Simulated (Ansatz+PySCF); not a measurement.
Results of a calculation; reference values are marked as such.
A run of PySCF 2.14.0 on doublet C3(+) at this shape:

| atom | x (Å) | y (Å) | z (Å) |
| --- | --- | --- | --- |
| C | 0.0000 | 0.0000 | 0.0000 |
| C | 0.8610 | 0.0000 | 1.3009 |
| C | -0.8610 | 0.0000 | 1.3009 |

Its results:

| Item | Value |
| --- | --- |
| Converged | yes |
| Reference energy | -111.45086 hartree |
| CCSD correlation energy | -0.28422 hartree |
| Triples correction | -0.02692 hartree |
| Total energy | -111.76199 hartree |
| Spin squared of the determinant | 1.098 |

**Question.** Which input gives this output? Name the method, the orbitals and the basis set, and write the input.

**Answer.** UHF-CCSD(T) in STO-3G.

```python
from pyscf import gto, scf, cc

mol = gto.M(atom="""
C 0.000000 0.000000 0.000000
C 0.861020 0.000000 1.300860
C -0.861020 0.000000 1.300860
""", basis='sto-3g', charge=1, spin=1)
mf = scf.UHF(mol)
mf.kernel()
mycc = cc.CCSD(mf, frozen=3).run()
et = mycc.ccsd_t()
print(mf.e_tot, mycc.e_corr, et, mycc.e_tot + et)
```

The reference isn't the lowest determinant (another lies 2.22 eV lower), but the same method gives a higher total on the lower determinant. Caution: large share of triples, a single reference is doubtful; the unrestricted determinant is spin contaminated.
